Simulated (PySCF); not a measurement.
## SiC, triplet in 6-31G: errors against full CI

Geometry: a point of a stretch scan, not a stationary point.

```json
{"atom": "Si", "x (Å)": "0.0000", "y (Å)": "0.0000", "z (Å)": "0.0000"}
{"atom": "C", "x (Å)": "0.0000", "y (Å)": "0.0000", "z (Å)": "4.6070"}
```

Basis 6-31G; PySCF 2.14.0. Correlated methods freeze the noble-gas cores, which leaves 8 electrons in 16 orbitals. Prefix R: restricted or restricted open-shell reference; prefix U: unrestricted.

Full CI is exact within this basis and frozen core; it isn't the basis-set limit. The frozen core follows each run's orbitals, which can shift R against U totals by a few meV.

* UHF ⟨S²⟩: 3.000
* ⟨S²⟩ of the determinant under UCCSD: 2.000
* T1 diagnostic (ROHF- or RHF-based CCSD): 0.0046
* largest doubles amplitude (ROHF- or RHF-based CCSD): 0.253

```json
{"level": "RHF", "E − E(full CI) (kJ/mol)": "390.8", "share of correlation (%)": "0.00", "wall time": "–"}
```

The correlation energy at full CI, counted from RHF, is -4.051 eV. The search over symmetries took 10 min on 1 thread of Intel Xeon, shared host; the state has 612,960 determinants.

Run but not shown, since their state, orbitals or frozen core can't be matched to the reference's or they repeat it: UHF, RMP2, UMP2, RCCSD, UCCSD, RCCSD(T), UCCSD(T).

Times are those of the correlated step on a shared host, with one SCF added for the restricted CCSD run; they ran on 1 thread of Intel Xeon.

The full-CI state has the irrep A2 of C2v, in the program's axes (one component, if the state is degenerate).

Natural occupations of full CI about the gap: 1.950 1.945 1.069 0.924 0.592 0.590 0.446 0.441 0.009 0.007; effectively unpaired electrons, Σ n²(2−n)², 4.34. No single determinant describes this state well, so single-reference rows can miss without a flag.
